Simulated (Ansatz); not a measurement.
## [CH$_{3}$···H···F], doublet: transfer scan

Starting geometry:

```yaml
atoms:
  - { symbol: C, position_ang: [-1.3907, 0.0000, 0.0000] }
  - { symbol: H, position_ang: [-1.7539, 1.0273, 0.0000] }
  - { symbol: H, position_ang: [-1.7539, -0.5137, 0.8897] }
  - { symbol: H, position_ang: [-1.7539, -0.5137, -0.8897] }
  - { symbol: H, position_ang: [-0.3011, 0.0000, 0.0000] }
  - { symbol: F, position_ang: [1.1743, 0.0000, 0.0000] }
```

From there H5 is moved from one fragment to the other while all else, the fragments' distance too, stays fixed; atoms are numbered as listed. Energies are in kcal/mol, counted from the starting geometry at the same level. Kohn–Sham curves are unrestricted where that lies lower.

Basis cc-pVDZ; Ansatz 0.2.0. Correlated methods freeze the noble-gas cores. Prefix R: restricted or restricted open-shell reference; prefix U: unrestricted.

In so small a basis the reference is far from its limit while semilocal and hybrid functionals are nearer theirs (RPA and double hybrids share much of the reference's basis error), so the functionals' errors here hold much of the reference's basis and frozen-core error, which can add to them or hide them.

Full CI isn't at hand for all of this; UCCSDT(Q) serves as the reference, and is uncertain by about the last step of the cluster series.

| distance C1-H5 (Å) | UCCSDT(Q) | SPW92 | PBE | r2SCAN | PBE0 | B3LYP | wB97M-V | B2PLYP | RPA-PBE |
| --- | --- | --- | --- | --- | --- | --- | --- | --- | --- |
| 1.090 | 0.0 | 0.0 | 0.0 | 0.0 | 0.0 | 0.0 | 0.0 | 0.0 | 0.0 |
| 1.172 | -0.1 | -4.4 | -3.2 | -2.2 | -1.7 | -1.9 | -1.1 | -1.0 | -1.1 |
| 1.336 | -0.5 | -8.5 | -5.5 | -4.1 | -2.7 | -2.9 | -1.8 | -2.1 | -0.4 |
| 1.501 | -10.3 | -13.2 | -10.0 | -10.5 | -9.1 | -8.6 | -9.0 | -9.9 | -5.6 |
| 1.665 | -15.8 | -11.0 | -8.7 | -11.9 | -11.3 | -10.0 | -12.1 | -13.5 | -8.5 |
